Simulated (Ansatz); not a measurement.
Input file:

```yaml
crystal:
  periodic: [false, false, false]
  atoms:
    - {symbol: As, position_ang: [0.003316, -0.027898, -0.000197]}
    - {symbol: H, position_ang: [-0.161558, 1.053080, -1.074498]}
    - {symbol: H, position_ang: [-0.084938, 1.020647, 1.089122]}
basis:
  gaussian: {orbitals: cc-pVTZ}
magnetization: {spin_polarized: false, initial_magnetization: 1}
correlation: {method: ccsd_t, electrons: outside_noble_gas}
```

```sh
$ ansatz run in.yaml --threads 1 --pin off --events-out ev --progress --plain --max-ram 2393MiB
```

Roughly how long does this take on 1 thread of Intel Xeon Platinum 8259CL, shared host, and how much host memory?

5.5 s wall and 0.19 GiB.

```
436 factors; integrals over basis functions are off by at most 1.1e-3 eV
mean field evaluation 1: about -60827.4595 eV, gradient 7.1e0 eV
mean field evaluation 2: about -60827.4599 eV, gradient 7.1e0 eV
mean field evaluation 4: about -60827.7939 eV, gradient 7.4e-1 eV
mean field evaluation 8: about -60827.7955 eV, gradient 3.5e-4 eV
mean field evaluation 16: about -60827.7955 eV, gradient 2.6e-6 eV
mean field evaluation 32: about -60824.7097 eV, gradient 2.7e-1 eV
mean field -60827.79548111 eV, -2235.3802533701 hartree, gradient 2.6e-6 eV, S^2 0.750000; 1 other end points of the search recorded, 0 dependent functions left out
determinant -60827.79548111 eV, -2235.3802533701 hartree, with singles and doubles -60832.07431860 eV, -2235.5374977478 hartree
determinant -60824.71043798 eV, -2235.2668801263 hartree, with singles and doubles -60829.12604297 eV, -2235.4291506166 hartree
14 core orbitals not correlated: weight in the atoms' cores, before any rotation towards them, 1.000 or more for the frozen orbitals, at most 0.000 for the correlated occupied ones
reference -60827.79548111 eV, -2235.3802533701 hartree; 4, 3 occupied and 53, 54 virtual orbitals, 436 factors
second order -3.48808011 eV of doubles, -0.07054217 eV of singles
cycle   1  -4.19672577 eV  change   -2.7e-1 eV  update   1.5e-2
cycle   2  -4.20297685 eV  change   -6.3e-3 eV  update   3.2e-3
cycle   3  -4.20386495 eV  change   -8.9e-4 eV  update   1.0e-3
cycle   4  -4.20414065 eV  change   -2.8e-4 eV  update   3.0e-4
cycle   5  -4.20415256 eV  change   -1.2e-5 eV  update   9.3e-5
cycle   6  -4.20417098 eV  change   -1.8e-5 eV  update   2.3e-5
cycle   7  -4.20417766 eV  change   -6.7e-6 eV  update   6.7e-6
perturbative correction -0.13100929 eV, -0.0048145026 hartree
Total energy: -60832.13066805 eV, -2235.5395685518 hartree
```
